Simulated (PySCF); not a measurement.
A PySCF script (with the pyscf-properties extension) for the NMR shieldings of `FCC1=NC1`, C3H4FN, on a GFN2-xTB, dihedral held geometry:

```python
import basis_set_exchange as bse
import numpy as np
from pyscf import gto, dft
from pyscf.prop import nmr

atoms = """
F     1.508461    0.530259    1.232115
C     1.300677   -0.207197    0.091968
C    -0.125150   -0.187383   -0.278415
N    -0.989237    0.322870   -1.028007
C    -1.430382   -0.813940   -0.147309
H     1.632459   -1.230737    0.304899
H     1.908020    0.249459   -0.699043
H    -1.628552   -1.759706   -0.633420
H    -2.071214   -0.568632    0.687994
"""
names = dict.fromkeys(["F", "C", "N", "H"], "pcSseg-1")
basis = {el: gto.basis.parse(bse.get_basis(n, elements=[el], fmt="nwchem")) for el, n in names.items()}
mol = gto.M(atom=atoms, basis=basis, charge=0, verbose=0)
mf = dft.RKS(mol, xc="PBE0")
mf.grids.level = 2
mf.grids.alignment = dft.numint.BLKSIZE   # the property module wants whole blocks of grid points
mf.conv_tol = 1e-9
mf.kernel()

calc = nmr.RKS(mf)   # GIAO
C = mf.mo_coeff
Co = C[:, mf.mo_occ > 0]
resp = mf.gen_response(singlet=True, hermi=2)
def vind(x):   # induced exchange potential for any number of trial vectors
    d = np.einsum("pi,xij,qj->xpq", C, 2 * x.reshape(-1, C.shape[1], Co.shape[1]), Co, optimize=True)
    return np.einsum("xpq,pi,qj->xij", resp(d - d.transpose(0, 2, 1)), C, Co, optimize=True).ravel()
mo1, _ = nmr.rhf.solve_mo1(calc, with_cphf=vind)
sigma = calc.kernel(mo1)
for i, s in enumerate(sigma):   # ppm
    w = np.linalg.eigvalsh((s + s.T) / 2)
    print("%2d %-2s iso %8.1f  s11 %8.1f  s22 %8.1f  s33 %8.1f" % (i, mol.atom_pure_symbol(i), w.mean(), *w))
```

Q: What does it print?

A: 
```
 0 F  iso    435.6  s11    413.1  s22    424.2  s33    469.5
 1 C  iso    109.2  s11     80.6  s22     89.4  s33    157.6
 2 C  iso     10.3  s11   -170.6  s22     48.3  s33    153.1
 3 N  iso    -83.5  s11   -427.6  s22   -118.0  s33    295.1
 4 C  iso    166.4  s11    107.5  s22    155.2  s33    236.4
 5 H  iso     25.7  s11     22.7  s22     24.4  s33     30.1
 6 H  iso     25.7  s11     22.4  s22     25.3  s33     29.4
 7 H  iso     30.6  s11     25.7  s22     27.4  s33     38.7
 8 H  iso     30.1  s11     25.6  s22     27.0  s33     37.7
```

These numbers come from an equivalent density-fitted implementation of the same equations, which agrees with the script to about 0.01 ppm for H and up to a few tenths of a ppm for heavy atoms, so last digits may differ.

The geometry is no minimum: GFN2-xTB, dihedral held.

Size and cost of the density-fitted run: 105 basis functions, 5.2 s wall time on 1 thread of an Arm Neoverse V1, shared host.
